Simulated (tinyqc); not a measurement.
Worked calculation (part 1 of 2): coupled-perturbed Hartree-Fock on RHF in the sto-3g basis, for BH3, spin multiplicity 1. Computed by tinyqc, a small Python program that keeps every step (integrals from PySCF). Settings: charge = 0, multiplicity = 1, basis = sto-3g, method = RHF, energy threshold = 1e-10, iteration cap = 72, orthogonalisation = canonical, start = core, DIIS depth = 6. Command: `OMP_NUM_THREADS=1 python tinyqc.py 23819 23820 out.jsonl` (the two numbers bound the seeds that draw the settings). One thread of a shared host (Intel(R) Xeon(R) Processor @ 2.60GHz), about 0.2 s of CPU time with the checks. The early iterations of the SCF are left out here.

## One-electron integrals

Geometry (angstrom):

| atom | x | y | z |
|---|---|---|---|
| B | 0.000000 | 0.000000 | 0.025000 |
| H | 1.220000 | 0.000000 | 0.000000 |
| H | -0.610000 | 1.057000 | 0.000000 |
| H | -0.610000 | -1.057000 | 0.000000 |

Basis sto-3g: exponents (1/bohr^2) and contraction coefficients of normalised primitives:

| element | l (shell) | exponent | coefficient |
|---|---|---|---|
| B | s (1) | 48.791113 | 0.154329 |
| B | s (1) | 8.887362 | 0.535328 |
| B | s (1) | 2.405267 | 0.444635 |
| B | s (2) | 2.236956 | -0.099967 |
| B | s (2) | 0.519821 | 0.399513 |
| B | s (2) | 0.169062 | 0.700115 |
| B | p (3) | 2.236956 | 0.155916 |
| B | p (3) | 0.519821 | 0.607684 |
| B | p (3) | 0.169062 | 0.391957 |
| H | s (1) | 3.425251 | 0.154329 |
| H | s (1) | 0.623914 | 0.535328 |
| H | s (1) | 0.168855 | 0.444635 |

Overlap, kinetic and nuclear-attraction integrals over the contracted functions; the nuclear repulsion is the sum of Za Zb / Rab.

nuclear repulsion = 7.25465089 hartree

overlap S, lower triangle:
```
           1B 1s     1B 2s     1B 2px     1B 2py     1B 2pz     2H 1s     3H 1s     4H 1s
1B 1s   1.000000
1B 2s   0.269328  1.000000
1B 2px  0.000000  0.000000   1.000000
1B 2py  0.000000  0.000000   0.000000   1.000000
1B 2pz  0.000000  0.000000   0.000000   0.000000   1.000000
2H 1s   0.062062  0.460359   0.477674   0.000000  -0.009788  1.000000
3H 1s   0.062007  0.460161  -0.238693   0.413605  -0.009783  0.098697  1.000000
4H 1s   0.062007  0.460161  -0.238693  -0.413605  -0.009783  0.098697  0.098584  1.000000
```

kinetic energy T (hartree), lower triangle:
```
            1B 1s     1B 2s     1B 2px     1B 2py     1B 2pz      2H 1s      3H 1s     4H 1s
1B 1s   10.826302
1B 2s   -0.047967  0.359168
1B 2px   0.000000  0.000000   1.123881
1B 2py   0.000000  0.000000   0.000000   1.123881
1B 2pz   0.000000  0.000000   0.000000   0.000000   1.123881
2H 1s   -0.014423  0.081030   0.214768   0.000000  -0.004401   0.760032
3H 1s   -0.014423  0.080938  -0.107255   0.185850  -0.004396  -0.011093   0.760032
4H 1s   -0.014423  0.080938  -0.107255  -0.185850  -0.004396  -0.011093  -0.011097  0.760032
```

nuclear attraction V (hartree), lower triangle:
```
             1B 1s      1B 2s     1B 2px     1B 2py     1B 2pz      2H 1s      3H 1s      4H 1s
1B 1s   -24.448094
1B 2s    -3.489679  -5.031319
1B 2px   -0.000017  -0.000119  -5.058967
1B 2py    0.000000   0.000000   0.000000  -5.058973
1B 2pz    0.001085   0.009590   0.000003   0.000000  -4.885204
2H 1s    -0.809107  -2.017953  -1.974913   0.000000   0.042374  -3.867731
3H 1s    -0.808377  -2.016815   0.986677  -1.709754   0.042342  -0.418108  -3.867013
4H 1s    -0.808377  -2.016815   0.986677   1.709754   0.042342  -0.418108  -0.417625  -3.867013
```

core Hamiltonian H = T + V (hartree), lower triangle:
```
             1B 1s      1B 2s     1B 2px     1B 2py     1B 2pz      2H 1s      3H 1s      4H 1s
1B 1s   -13.621792
1B 2s    -3.537646  -4.672151
1B 2px   -0.000017  -0.000119  -3.935086
1B 2py    0.000000   0.000000   0.000000  -3.935093
1B 2pz    0.001085   0.009590   0.000003   0.000000  -3.761323
2H 1s    -0.823530  -1.936923  -1.760145   0.000000   0.037973  -3.107699
3H 1s    -0.822800  -1.935877   0.879423  -1.523905   0.037946  -0.429201  -3.106981
4H 1s    -0.822800  -1.935877   0.879423   1.523905   0.037946  -0.429201  -0.428722  -3.106981
```

## Two-electron integrals

Functions are numbered as in S; the eight-fold symmetry (ij|kl) = (ji|kl) = (kl|ij) leaves the list below.

Two-electron integrals (ij|kl) in chemists' order, unique and non-zero (hartree):
```
(11|11) 2.923513    (21|11) 0.518376    (21|21) 0.109262    (22|11) 0.744229
(22|21) 0.193177    (22|22) 0.544804    (31|31) 0.020264    (32|31) 0.029996
(32|32) 0.120346    (33|11) 0.742491    (33|21) 0.193240    (33|22) 0.544682
(33|33) 0.586773    (41|41) 0.020264    (42|41) 0.029996    (42|42) 0.120346
(43|43) 0.031630    (44|11) 0.742491    (44|21) 0.193240    (44|22) 0.544682
(44|33) 0.523513    (44|44) 0.586773    (51|51) 0.020264    (52|51) 0.029996
(52|52) 0.120346    (53|53) 0.031630    (54|54) 0.031630    (55|11) 0.742491
(55|21) 0.193240    (55|22) 0.544682    (55|33) 0.523513    (55|44) 0.523513
(55|55) 0.586773    (61|11) 0.119155    (61|21) 0.025025    (61|22) 0.044375
(61|31) 0.001831    (61|32) 0.003357    (61|33) 0.044837    (61|44) 0.044156
(61|51) -0.000038   (61|52) -0.000069   (61|53) -0.000014   (61|55) 0.044156
(61|61) 0.005916    (62|11) 0.273281    (62|21) 0.071958    (62|22) 0.221529
(62|31) 0.007938    (62|32) 0.047229    (62|33) 0.233706    (62|44) 0.215337
(62|51) -0.000163   (62|52) -0.000968   (62|53) -0.000376   (62|55) 0.215344
(62|61) 0.017584    (62|62) 0.121514    (63|11) 0.250503    (63|21) 0.066862
(63|22) 0.217255    (63|31) 0.013813    (63|32) 0.076607    (63|33) 0.240198
(63|44) 0.205667    (63|51) -0.000131   (63|52) -0.000872   (63|53) -0.000524
(63|55) 0.205674    (63|61) 0.017186    (63|62) 0.139765    (63|63) 0.171341
(64|41) 0.007398    (64|42) 0.034049    (64|43) 0.008956    (64|54) -0.000184
(64|64) 0.013852    (65|11) -0.005133   (65|21) -0.001370   (65|22) -0.004452
(65|31) -0.000131   (65|32) -0.000872   (65|33) -0.004555   (65|44) -0.004214
(65|51) 0.007401    (65|52) 0.034067    (65|53) 0.008963    (65|55) -0.004582
(65|61) -0.000352   (65|62) -0.002864   (65|63) -0.003227   (65|65) 0.013918
(66|11) 0.427493    (66|21) 0.114691    (66|22) 0.398204    (66|31) 0.015883
(66|32) 0.123697    (66|33) 0.445483    (66|44) 0.374338    (66|51) -0.000325
(66|52) -0.002535   (66|53) -0.001458   (66|55) 0.374368    (66|61) 0.028638
(66|62) 0.274747    (66|63) 0.344301    (66|65) -0.007055   (66|66) 0.774606
(71|11) 0.119048    (71|21) 0.025003    (71|22) 0.044335    (71|31) -0.000914
(71|32) -0.001677   (71|33) 0.044287    (71|41) 0.001584    (71|42) 0.002905
(71|43) -0.000295   (71|44) 0.044627    (71|51) -0.000037   (71|52) -0.000069
(71|53) 0.000007    (71|54) -0.000012   (71|55) 0.044117    (71|61) 0.005640
(71|62) 0.016055    (71|63) 0.014552    (71|64) 0.000671    (71|65) -0.000322
(71|66) 0.025401    (71|71) 0.005906    (72|11) 0.273122    (72|21) 0.071916
(72|22) 0.221413    (72|31) -0.003966   (72|32) -0.023597   (72|33) 0.219810
(72|41) 0.006871    (72|42) 0.040888    (72|43) -0.007949   (72|44) 0.228997
(72|51) -0.000163   (72|52) -0.000967   (72|53) 0.000188    (72|54) -0.000326
(72|55) 0.215230    (72|61) 0.016060    (72|62) 0.081789    (72|63) 0.074813
(72|64) 0.009802    (72|65) -0.001881   (72|66) 0.142328    (72|71) 0.017558
(72|72) 0.121402    (73|11) -0.125156   (73|21) -0.033406   (73|22) -0.108550
(73|31) 0.008995    (73|32) 0.044656    (73|33) -0.113784   (73|41) -0.002775
(73|42) -0.018418   (73|43) 0.011348    (73|44) -0.108989   (73|51) 0.000066
(73|52) 0.000436    (73|53) -0.000268   (73|54) 0.000147    (73|55) -0.102764
(73|61) -0.006696   (73|62) -0.028913   (73|63) -0.019136   (73|64) -0.002474
(73|65) 0.000654    (73|66) -0.042966   (73|71) -0.008579   (73|72) -0.069804
(73|73) 0.053157    (74|11) 0.216868    (74|21) 0.057885    (74|22) 0.188094
(74|31) -0.002775   (74|32) -0.018418   (74|33) 0.181656    (74|41) 0.012202
(74|42) 0.065942    (74|43) -0.010704   (74|44) 0.204362    (74|51) -0.000114
(74|52) -0.000755   (74|53) 0.000147    (74|54) -0.000439   (74|55) 0.178067
(74|61) 0.012945    (74|62) 0.069705    (74|63) 0.063502    (74|64) 0.016086
(74|65) -0.001570   (74|66) 0.121553    (74|71) 0.014865    (74|72) 0.120956
(74|73) -0.068134   (74|74) 0.131898    (75|11) -0.005129   (75|21) -0.001369
(75|22) -0.004449   (75|31) 0.000066    (75|32) 0.000436    (75|33) -0.004297
(75|41) -0.000114   (75|42) -0.000755   (75|43) 0.000147    (75|44) -0.004467
(75|51) 0.007396    (75|52) 0.034045    (75|53) -0.004478   (75|54) 0.007759
(75|55) -0.004578   (75|61) -0.000322   (75|62) -0.001881   (75|63) -0.001686
(75|64) -0.000218   (75|65) 0.008560    (75|66) -0.003432   (75|71) -0.000352
(75|72) -0.002861   (75|73) 0.001611    (75|74) -0.002792   (75|75) 0.013903
(76|11) 0.056690    (76|21) 0.014927    (76|22) 0.046475    (76|31) 0.000696
(76|32) 0.004182    (76|33) 0.046929    (76|41) 0.001205    (76|42) 0.007245
(76|43) 0.000343    (76|44) 0.047326    (76|51) -0.000057   (76|52) -0.000343
(76|53) -0.000049   (76|54) -0.000085   (76|55) 0.045127    (76|61) 0.003520
(76|62) 0.021897    (76|63) 0.023315    (76|64) 0.002386    (76|65) -0.000562
(76|66) 0.044893    (76|71) 0.003517    (76|72) 0.021888    (76|73) -0.009586
(76|74) 0.021380    (76|75) -0.000562   (76|76) 0.004935    (77|11) 0.427367
(77|21) 0.114658    (77|22) 0.398116    (77|31) -0.007935   (77|32) -0.061812
(77|33) 0.392027    (77|41) 0.013750    (77|42) 0.107108    (77|43) -0.030792
(77|44) 0.427613    (77|51) -0.000325   (77|52) -0.002533   (77|53) 0.000728
(77|54) -0.001262   (77|55) 0.374287    (77|61) 0.025416    (77|62) 0.142374
(77|63) 0.126776    (77|64) 0.023553    (77|65) -0.003433   (77|66) 0.249848
(77|71) 0.028604    (77|72) 0.274604    (77|73) -0.172024   (77|74) 0.298081
(77|75) -0.007050   (77|76) 0.044893    (77|77) 0.774606    (81|11) 0.119048
(81|21) 0.025003    (81|22) 0.044335    (81|31) -0.000914   (81|32) -0.001677
(81|33) 0.044287    (81|41) -0.001584   (81|42) -0.002905   (81|43) 0.000295
(81|44) 0.044627    (81|51) -0.000037   (81|52) -0.000069   (81|53) 0.000007
(81|54) 0.000012    (81|55) 0.044117    (81|61) 0.005640    (81|62) 0.016055
(81|63) 0.014552    (81|64) -0.000671   (81|65) -0.000322   (81|66) 0.025401
(81|71) 0.005635    (81|72) 0.016045    (81|73) -0.007851   (81|74) 0.012263
(81|75) -0.000322   (81|76) 0.003271    (81|77) 0.025393    (81|81) 0.005906
(82|11) 0.273122    (82|21) 0.071916    (82|22) 0.221413    (82|31) -0.003966
(82|32) -0.023597   (82|33) 0.219810    (82|41) -0.006871   (82|42) -0.040888
(82|43) 0.007949    (82|44) 0.228997    (82|51) -0.000163   (82|52) -0.000967
(82|53) 0.000188    (82|54) 0.000326    (82|55) 0.215230    (82|61) 0.016060
(82|62) 0.081789    (82|63) 0.074813    (82|64) -0.009802   (82|65) -0.001881
(82|66) 0.142328    (82|71) 0.016045    (82|72) 0.081739    (82|73) -0.045855
(82|74) 0.059870    (82|75) -0.001879   (82|76) 0.016121    (82|77) 0.142283
(82|81) 0.017558    (82|82) 0.121402    (83|11) -0.125156   (83|21) -0.033406
(83|22) -0.108550   (83|31) 0.008995    (83|32) 0.044656    (83|33) -0.113784
(83|41) 0.002775    (83|42) 0.018418    (83|43) -0.011348   (83|44) -0.108989
(83|51) 0.000066    (83|52) 0.000436    (83|53) -0.000268   (83|54) -0.000147
(83|55) -0.102764   (83|61) -0.006696   (83|62) -0.028913   (83|63) -0.019136
(83|64) 0.002474    (83|65) 0.000654    (83|66) -0.042966   (83|71) -0.007851
(83|72) -0.045855   (83|73) 0.033663    (83|74) -0.032963   (83|75) 0.001031
(83|76) -0.007068   (83|77) -0.083709   (83|81) -0.008579   (83|82) -0.069804
(83|83) 0.053157    (84|11) -0.216868   (84|21) -0.057885   (84|22) -0.188094
(84|31) 0.002775    (84|32) 0.018418    (84|33) -0.181656   (84|41) 0.012202
(84|42) 0.065942    (84|43) -0.010704   (84|44) -0.204362   (84|51) 0.000114
(84|52) 0.000755    (84|53) -0.000147   (84|54) -0.000439   (84|55) -0.178067
(84|61) -0.012945   (84|62) -0.069705   (84|63) -0.063502   (84|64) 0.016086
(84|65) 0.001570    (84|66) -0.121553   (84|71) -0.012263   (84|72) -0.059870
(84|73) 0.032963    (84|74) -0.036760   (84|75) 0.001351    (84|76) -0.012247
(84|77) -0.097986   (84|81) -0.014865   (84|82) -0.120956   (84|83) 0.068134
(84|84) 0.131898    (85|11) -0.005129   (85|21) -0.001369   (85|22) -0.004449
(85|31) 0.000066    (85|32) 0.000436    (85|33) -0.004297   (85|41) 0.000114
(85|42) 0.000755    (85|43) -0.000147   (85|44) -0.004467   (85|51) 0.007396
(85|52) 0.034045    (85|53) -0.004478   (85|54) -0.007759   (85|55) -0.004578
(85|61) -0.000322   (85|62) -0.001881   (85|63) -0.001686   (85|64) 0.000218
(85|65) 0.008560    (85|66) -0.003432   (85|71) -0.000322   (85|72) -0.001879
(85|73) 0.001031    (85|74) -0.001351   (85|75) 0.008554    (85|76) -0.000402
(85|77) -0.003431   (85|81) -0.000352   (85|82) -0.002861   (85|83) 0.001611
(85|84) 0.002792    (85|85) 0.013903    (86|11) 0.056690    (86|21) 0.014927
(86|22) 0.046475    (86|31) 0.000696    (86|32) 0.004182    (86|33) 0.046929
(86|41) -0.001205   (86|42) -0.007245   (86|43) -0.000343   (86|44) 0.047326
(86|51) -0.000057   (86|52) -0.000343   (86|53) -0.000049   (86|54) 0.000085
(86|55) 0.045127    (86|61) 0.003520    (86|62) 0.021897    (86|63) 0.023315
(86|64) -0.002386   (86|65) -0.000562   (86|66) 0.044893    (86|71) 0.003271
(86|72) 0.016121    (86|73) -0.007068   (86|74) 0.012247    (86|75) -0.000402
(86|76) 0.003847    (86|77) 0.027492    (86|81) 0.003517    (86|82) 0.021888
(86|83) -0.009586   (86|84) -0.021380   (86|85) -0.000562   (86|86) 0.004935
(87|11) 0.056627    (87|21) 0.014910    (87|22) 0.046422    (87|31) -0.001389
(87|32) -0.008353   (87|33) 0.047469    (87|44) 0.046680    (87|51) -0.000057
(87|52) -0.000342   (87|53) 0.000098    (87|55) 0.045076    (87|61) 0.003271
(87|62) 0.016112    (87|63) 0.014130    (87|65) -0.000402   (87|66) 0.027468
(87|71) 0.003513    (87|72) 0.021861    (87|73) -0.013698   (87|74) 0.018972
(87|75) -0.000561   (87|76) 0.003843    (87|77) 0.044834    (87|81) 0.003513
(87|82) 0.021861    (87|83) -0.013698   (87|84) -0.018972   (87|85) -0.000561
(87|86) 0.003843    (87|87) 0.004923    (88|11) 0.427367    (88|21) 0.114658
(88|22) 0.398116    (88|31) -0.007935   (88|32) -0.061812   (88|33) 0.392027
(88|41) -0.013750   (88|42) -0.107108   (88|43) 0.030792    (88|44) 0.427613
(88|51) -0.000325   (88|52) -0.002533   (88|53) 0.000728    (88|54) 0.001262
(88|55) 0.374287    (88|61) 0.025416    (88|62) 0.142374    (88|63) 0.126776
(88|64) -0.023553   (88|65) -0.003433   (88|66) 0.249848    (88|71) 0.025393
(88|72) 0.142283    (88|73) -0.083709   (88|74) 0.097986    (88|75) -0.003431
(88|76) 0.027492    (88|77) 0.249770    (88|81) 0.028604    (88|82) 0.274604
(88|83) -0.172024   (88|84) -0.298081   (88|85) -0.007050   (88|86) 0.044893
(88|87) 0.044834    (88|88) 0.774606
```

## Orthogonalisation

S = U s U^T; canonical form X = U s^(-1/2), so that X^T S X = 1. Each column of U has its largest component positive (the first on a tie).

eigenvalues of S: 0.270483  0.363642  0.363709  0.954463  1.000645  1.537624  1.537706  1.971727

X:
```
                1          2          3          4          5          6          7          8
1B 1s   -0.358236   0.000575   0.000000   0.963045   0.111910  -0.000123   0.000000   0.185072
1B 2s    1.452176  -0.001726   0.000000  -0.033807   0.015345  -0.000243   0.000000   0.466055
1B 2px   0.001837   1.122202   0.000000  -0.000028   0.000001   0.593738   0.000000   0.000221
1B 2py   0.000000   0.000000   1.122178   0.000000   0.000000   0.000000   0.593687   0.000000
1B 2pz  -0.028062   0.000029   0.000000  -0.120377   0.992556   0.000002   0.000000  -0.008818
2H 1s   -0.699003  -0.996040   0.000000  -0.186668  -0.021814   0.445458   0.000000   0.292092
3H 1s   -0.696616   0.499259  -0.863181  -0.186783  -0.021827  -0.222931   0.385911   0.291818
4H 1s   -0.696616   0.499259   0.863181  -0.186783  -0.021827  -0.222931  -0.385911   0.291818
```

## Iteration 7 (converged): orbitals

converged F (hartree), lower triangle:
```
            1B 1s      1B 2s     1B 2px     1B 2py    1B 2pz      2H 1s      3H 1s      4H 1s
1B 1s   -7.412854
1B 2s   -2.175797  -1.091413
1B 2px  -0.000003  -0.000104  -0.185081
1B 2py   0.000000   0.000000   0.000000  -0.185037
1B 2pz  -0.000478   0.006246   0.000005   0.000000  0.240785
2H 1s   -0.514044  -0.548005  -0.390444   0.000000  0.006102  -0.383406
3H 1s   -0.513594  -0.547748   0.195121  -0.338093  0.006097  -0.142620  -0.383162
4H 1s   -0.513594  -0.547748   0.195121   0.338093  0.006097  -0.142620  -0.142470  -0.383162
```

Diagonalise F' = X^T F X, C = X C', fill 4 alpha and 4 beta electrons from the bottom; D = 2 C_occ C_occ^T. Each column has its largest component positive (the first on a tie).

F' = X^T F X (hartree), lower triangle:
```
          1          2         3          4          5          6          7          8
1  0.594851
2  0.000470   0.718325
3  0.000000   0.000000  0.718281
4  0.620969  -0.001387  0.000000  -6.266500
5  0.068434  -0.000159  0.000000  -0.795127   0.143612
6  0.000056   0.090803  0.000000   0.001235   0.000155  -0.446761
7  0.000000   0.000000  0.090767   0.000000   0.000000   0.000000  -0.446753
8  0.136988  -0.000357  0.000000  -2.379100  -0.296994   0.000525   0.000000  -1.651001
```

orbital energies (hartree): MO1 -7.418357, MO2 -0.655881, MO3 -0.453795, MO4 -0.453782, MO5 0.240696, MO6 0.654502, MO7 0.725310, MO8 0.725361

coefficients C:
```
              MO1        MO2        MO3        MO4        MO5        MO6        MO7        MO8
1B 1s    0.991006  -0.226940   0.000072   0.000000  -0.008791  -0.262472   0.000000  -0.000931
1B 2s    0.036260   0.569030  -0.000273   0.000000   0.039259   1.414470   0.000000   0.005309
1B 2px   0.000004   0.000173   0.505289   0.000000  -0.000001  -0.003855   0.000000   1.164704
1B 2py   0.000000   0.000000   0.000000   0.505270   0.000000   0.000000   1.164667   0.000000
1B 2pz  -0.000129  -0.003787  -0.000002   0.000000   0.999274  -0.044277   0.000000  -0.000158
2H 1s   -0.006187   0.279098   0.521145   0.000000  -0.013334  -0.724069   0.000000  -0.962181
3H 1s   -0.006185   0.278846  -0.260740   0.451406  -0.013343  -0.728868  -0.830808   0.477021
4H 1s   -0.006185   0.278846  -0.260740  -0.451406  -0.013343  -0.728868   0.830808   0.477021
```

D after iteration 7, lower triangle:
```
            1B 1s      1B 2s     1B 2px     1B 2py     1B 2pz      2H 1s      3H 1s     4H 1s
1B 1s    2.067188
1B 2s   -0.186403   0.650220
1B 2px   0.000001  -0.000078   0.510633
1B 2py   0.000000   0.000000   0.000000   0.510596
1B 2pz   0.001463  -0.004319  -0.000003   0.000000   0.000029
2H 1s   -0.138865   0.316897   0.526754   0.000000  -0.002114   0.699051
3H 1s   -0.138858   0.317037  -0.263401   0.456164  -0.002109  -0.116040   0.699093
4H 1s   -0.138858   0.317037  -0.263401  -0.456164  -0.002109  -0.116040  -0.115977  0.699093
```

Within a degenerate level the vectors are fixed only up to a rotation; this is one choice.

## Convergence

Stop when the energy changes by less than 1e-10 hartree and every element of the error matrix X^T (F D S - S D F) X is below 3e-06.

Course of the cycle:

| iteration | E (hartree) | change | largest element of the error matrix |
|---|---|---|---|
| 1 | -23.89095651 | - | 9.36e-01 |
| 2 | -26.05556113 | -2.16e+00 | 1.64e-01 |
| 3 | -26.06385524 | -8.29e-03 | 1.34e-02 |
| 4 | -26.06388767 | -3.24e-05 | 5.60e-04 |
| 5 | -26.06388815 | -4.77e-07 | 1.11e-04 |
| 6 | -26.06388816 | -5.90e-09 | 1.44e-06 |
| 7 | -26.06388816 | -8.46e-13 | 3.59e-07 |

PySCF RHF in the same basis = -26.06388816 hartree

Converged in 7 iterations.
